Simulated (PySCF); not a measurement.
Geometries of 3 isomers of C4H4OS, from PBE0-D3(BJ)/def2-SVP geometry optimisation, gas phase (PySCF). One conformer each, no zero-point energy, no frequencies.

Question: Which is lowest in electronic energy at this level?
A.
```xyz
10
angstrom
O      2.461   -0.504   -1.091
C      1.373   -0.379   -0.606
C      0.667    0.884   -0.294
C     -0.547    0.736    0.244
C     -1.011   -0.667    0.447
S      0.311   -1.763   -0.124
H      1.161    1.832   -0.512
H     -1.194    1.570    0.531
H     -1.237   -0.865    1.508
H     -1.934   -0.864   -0.124
```
B.
```xyz
10
angstrom
O      2.331    0.043   -0.327
C      1.009    0.093   -0.097
C      0.090   -0.838   -0.502
C     -1.239   -0.469   -0.141
C     -1.312    0.720    0.528
S      0.251    1.433    0.714
H      2.801    0.621    0.283
H      0.373   -1.748   -1.030
H     -2.116   -1.079   -0.362
H     -2.188    1.224    0.933
```
C.
```xyz
10
angstrom
C     -1.198   -0.516    0.408
C     -0.628    0.695   -0.285
O     -1.317    1.603   -0.686
C      0.848    0.740   -0.466
C      1.679   -0.203   -0.063
S      2.633   -1.327    0.422
H     -0.948   -1.431   -0.150
H     -2.287   -0.410    0.478
H     -0.769   -0.620    1.417
H      1.247    1.626   -0.971
```

Answer: A. That is 2(5H)-thiophenone (`O=C1C=CCS1`), 9.1 kcal/mol below the next.

```
     SMILES                 atoms numbered as above      E (Eh)  relative (kcal/mol)  relative (kJ/mol)  dipole (D)
 O=C1C=CCS1  [O:1]=[C:2]1[CH:3]=[CH:4][CH2:5][S:6]1  -627.55278                  0.0                0.0        4.47
   Oc1cccs1    [OH:1][c:2]1[cH:3][cH:4][cH:5][s:6]1  -627.53828                  9.1               38.1        1.01
CC(=O)C=C=S  [CH3:1][C:2](=[O:3])[CH:4]=[C:5]=[S:6]  -627.51364                 24.6              102.8        2.52
```

As drawn, the highest has cumulated double bonds and a C=S bond, which the lowest lacks.
